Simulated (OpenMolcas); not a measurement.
**How methods differ on Si2H5O (SMILES O[SiH][SiH3])**

Si2H5O has 8 atoms, charge 0, and is taken as a doublet. As SMILES, `O[SiH][SiH3]`. The coordinates come from a PBE0-D4/def2-TZVP relaxation. This is one conformer, not always the lowest.

```xyz
8

O    -0.9290    0.9384   -1.7171
Si    0.0904    1.1340   -0.4250
Si    0.3142   -0.7742    0.9176
H    -1.8059    0.5984   -1.5303
H     1.3787    1.5823   -1.0244
H     1.1900   -0.4268    2.0690
H     0.8839   -1.9604    0.2167
H    -1.0302   -1.1487    1.4376
```

Quantity: the dipole moment, in D. The values are calculated.

```csv
level,kind,program,value (D),CPU time
UHF/def2-SVPD,Hartree–Fock,OpenMolcas,1.27,19 s
U-revPBE/def2-SVPD,GGA,OpenMolcas,1.12,88 s
UBLYP/def2-SVPD,GGA,OpenMolcas,1.14,91 s
UPBE/def2-SVPD,GGA,OpenMolcas,1.13,87 s
U-r2SCAN/def2-SVPD,meta-GGA,OpenMolcas,1.16,1.9 min
UM06-L/def2-SVPD,meta-GGA,OpenMolcas,1.16,1.9 min
UB3LYP/def2-SVPD,global hybrid,OpenMolcas,1.17,89 s
UBHLYP/def2-SVPD,global hybrid,OpenMolcas,1.21,90 s
```

The values span 1.12 to 1.27 D. Magnitudes only. Times are those of the runs behind each value, whatever else they computed, on shared processors of several kinds: orders of magnitude only.
